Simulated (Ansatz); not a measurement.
# AlNH₄ (triplet): wave-function methods side by side, cc-pVDZ

One table from this session's results is given with a row withheld; the runs are named, their logs left out.

The runs use Ansatz 0.2.0, Gaussian basis; cc-pVDZ, core rule «outside noble gas», up to 6 orbitals frozen.

The runs, in order: UHF; CCSD(T) on ROHF; CCSD(T) on UHF; BCCD(T) on ROHF; CISD as a restricted active space (open shells left free, so some higher excitations enter); CCSDT(Q) on ROHF; CCSDT(Q) on UHF; CASSCF and MRCISD+Q, 10 electrons in 11 orbitals; CASSCF and NEVPT2, 10 electrons in 11 orbitals.

25 further runs of the same task are left out: 7 for a known fault of the program, 6 that didn't finish, 12 set aside as unsound or not needed. Runs told in other sessions of the task aren't counted.

**The geometry**

The geometry is a PBE0/def2-TZVP stationary point (not a proven minimum).

6 atoms, charge 0, spin multiplicity 3.

Atoms are counted from 1 here; the program's logs count them from 0.

Bond lengths: Al1–N2 1.903 Å, Al1–H3 1.762 Å, Al1–H4 1.762 Å, N2–H5 1.017 Å, N2–H6 1.017 Å. Angles: N2–Al1–H3 79.3°, N2–Al1–H4 79.3°, H3–Al1–H4 158.6°, Al1–N2–H5 125.6°, Al1–N2–H6 125.6°, H5–N2–H6 108.8°.

The first run:

Input file in.yaml:

```yaml
crystal:
  periodic: [false, false, false]
  atoms:
    - {symbol: Al, position_ang: [0.000000, 0.000000, 0.718558]}
    - {symbol: N, position_ang: [0.000000, 0.000000, -1.184814]}
    - {symbol: H, position_ang: [0.000000, -1.731178, 0.391627]}
    - {symbol: H, position_ang: [0.000000, 1.731178, 0.391627]}
    - {symbol: H, position_ang: [-0.826335, 0.000000, -1.776862]}
    - {symbol: H, position_ang: [0.826335, 0.000000, -1.776862]}
basis:
  gaussian: {orbitals: cc-pVDZ}
magnetization: {spin_polarized: true, initial_magnetization: 2}
hamiltonian: {xc: hf}
output: {orbitals: {seedname: orbitals}}
```

Run with:

```sh
$ ansatz run in.yaml --threads 1 --pin off --events-out ev --progress --plain --max-ram 2393MiB
```

Among the steps run: UHF; CCSD(T) on ROHF; CCSD(T) on UHF; BCCD(T) on ROHF; CISD as a restricted active space (open shells left free, so some higher excitations enter); CCSDT(Q) on ROHF; CCSDT(Q) on UHF; CASSCF and MRCISD+Q, 10 electrons in 11 orbitals; CASSCF and NEVPT2, 10 electrons in 11 orbitals.

One of the session's tables, all rows but one given; the rest of the session is left out.

```
          method  from UCCSDT(Q) (kJ/mol)
            ROHF                   +719.2
             UHF                   +693.3
            RMP2                   +137.1
            UMP2                   +131.6
            CISD                    +87.7
           RCCSD                    +24.1
           UCCSD                    +22.7
        RCCSD(T)                     +5.7
        UCCSD(T)                     +5.3
         BCCD(T)                        ?
          RCCSDT                     +1.4
          UCCSDT                     +1.2
       RCCSDT(Q)                     +0.2
       UCCSDT(Q)                        0
  CASSCF valence                   +487.9
  NEVPT2 valence                   +109.6
  MRCISD valence                    +40.1
MRCISD+Q valence                     +9.1
```

Q: Estimate the row for BCCD(T) from the others.

The run gave: from UCCSDT(Q) (kJ/mol): +4.5. In the column «from UCCSDT(Q) (kJ/mol)» it lies between RCCSDT (+1.4) and UCCSD(T) (+5.3).

With the free atoms at the same levels and basis (separate runs), the atomisation energy is 11.609 eV at UCCSDT(Q), 11.567 eV at RCCSD(T), 11.569 eV at UCCSD(T), 8.013 eV at ROHF.

To keep in mind: Restricted and unrestricted rows rest on different reference determinants; a gap between their highest levels can come from leftover correlation error, from unlike frozen cores or from another state.
